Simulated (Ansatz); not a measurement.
```yaml
crystal:
  periodic: [false, false, false]
  atoms:
    - {symbol: C, position_ang: [-1.786255, 0.191044, 0.006255]}
    - {symbol: O, position_ang: [-0.584378, -0.182739, -0.000520]}
    - {symbol: Si, position_ang: [1.026264, -0.017439, -0.002628]}
    - {symbol: H, position_ang: [1.965116, 1.110105, 0.006936]}
basis:
  gaussian: {orbitals: def2-TZVP}
magnetization: {spin_polarized: true, initial_magnetization: 3}
hamiltonian: {xc: pbe0}
relax: {f_tol: 0.004, max_steps: 80}
```

```sh
$ ansatz run in.yaml --threads 1 --pin off --events-out ev --progress --plain --max-ram 2176MiB
```

Steps of the relaxation (energy above the last step; positions in Å, forces in eV/Å):

```
4
step 1, 193.4 meV
C    -1.786    0.191    0.006   -0.244    0.146    0.002
O    -0.584   -0.183   -0.001   -1.626   -0.001    0.004
Si    1.026   -0.017   -0.003    1.713   -1.003   -0.015
H     1.965    1.110    0.007    0.157    0.857    0.009
```

```
4
step 2, 91.1 meV
C    -1.776    0.224    0.007   -0.044    0.146    0.002
O    -0.584   -0.192   -0.001   -0.952   -0.080    0.001
Si    1.054   -0.076   -0.003    1.123   -0.324   -0.006
H     1.926    1.145    0.007   -0.126    0.258    0.003
```

```
4
step 3, 47.1 meV
C    -1.724    0.304    0.007    0.293    0.087    0.000
O    -0.563   -0.211   -0.001   -0.181   -0.315   -0.003
Si    1.116   -0.183   -0.005   -0.017    0.619    0.007
H     1.792    1.192    0.008   -0.096   -0.391   -0.004
```

```
4
step 9, 0.0 meV
C    -1.608    0.407    0.008    0.003   -0.003    0.000
O    -0.575   -0.331   -0.002   -0.004    0.002    0.000
Si    1.116   -0.179   -0.005    0.001    0.001    0.000
H     1.687    1.204    0.009    0.000   -0.001    0.000
```

```
4
step 10, 0.0 meV
C    -1.608    0.406    0.008   -0.001    0.000    0.000
O    -0.576   -0.330   -0.002    0.001    0.000    0.000
Si    1.116   -0.179   -0.005    0.000   -0.001    0.000
H     1.688    1.204    0.009    0.000    0.000    0.000
```

Close pairs at the end: C1–O2 1.268 Å, Si3–H4 1.496 Å, O2–Si3 1.699 Å.

A stationary point of unrestricted PBE0 after 10 steps, with ⟨S²⟩ = 3.759 against 3.75 for a pure state; no frequencies were run, so it isn't proven a minimum. 49 s on 1 thread of Arm Neoverse V1, shared host.
